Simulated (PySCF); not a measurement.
# Which determinant of SH lies lowest?

Unrestricted PBE0; PySCF, no relativity, basis sets H aug-cc-pVDZ, S aug-cc-pV(D+d)Z. Outer shells of the fragments: H 1s1; S 3s2 3p4.

Followed along the bond (rough minima from three points):

```csv
2Ms+1,unpaired,⟨S²⟩ at the start,R at minimum (Å),Te (eV)
2,π ↑,0.75,1.35,0.00
4,"σ ↑, π ↑↑",3.75,none in the scan,≤ 5.06
```

Solutions found at the starting distance of 1.305 Å, counted from the lowest of them; the search is not exhaustive and high or unbound solutions are not listed, so other states can lie among these:

```json
{"2Ms+1": "2", "unpaired": "π ↑", "term": "²Π", "E (eV)": "0.00", "⟨S²⟩": "0.75", "⟨Lz²⟩": "1.01", "μ (D)": "-0.81"}
{"2Ms+1": "2", "unpaired": "σ ↑", "term": "²Σ⁺", "E (eV)": "3.97", "⟨S²⟩": "0.76", "⟨Lz²⟩": "0.00", "μ (D)": "-1.01"}
{"2Ms+1": "4", "unpaired": "σ ↑, π ↑↑", "term": "⁴Σ⁻", "E (eV)": "5.61", "⟨S²⟩": "3.75", "⟨Lz²⟩": "0.00", "μ (D)": "1.30"}
{"2Ms+1": "2", "unpaired": "σ ↓, π ↑↑", "term": "mixed", "E (eV)": "6.05", "⟨S²⟩": "1.76", "⟨Lz²⟩": "0.00", "μ (D)": "2.07"}
{"2Ms+1": "2", "unpaired": "σ ↑, π ↑↓", "term": "mixed", "E (eV)": "6.28", "⟨S²⟩": "1.76", "⟨Lz²⟩": "2.03", "μ (D)": "1.55"}
{"2Ms+1": "4", "unpaired": "π ↑↑↑", "term": "⁴Π", "E (eV)": "8.04", "⟨S²⟩": "3.76", "⟨Lz²⟩": "1.00", "μ (D)": "-1.18"}
{"2Ms+1": "4", "unpaired": "σ ↑↑, π ↑", "term": "⁴Π", "E (eV)": "8.76", "⟨S²⟩": "3.76", "⟨Lz²⟩": "1.02", "μ (D)": "0.79"}
```

A term symbol is given only where ⟨S²⟩ and ⟨Lz²⟩ are close to those of a pure state; real π, δ and φ orbitals otherwise mix terms. A positive dipole means H(−)S(+).

Counting both spins, an empty level lies below a filled one in some of these solutions, because spin and occupation are held.
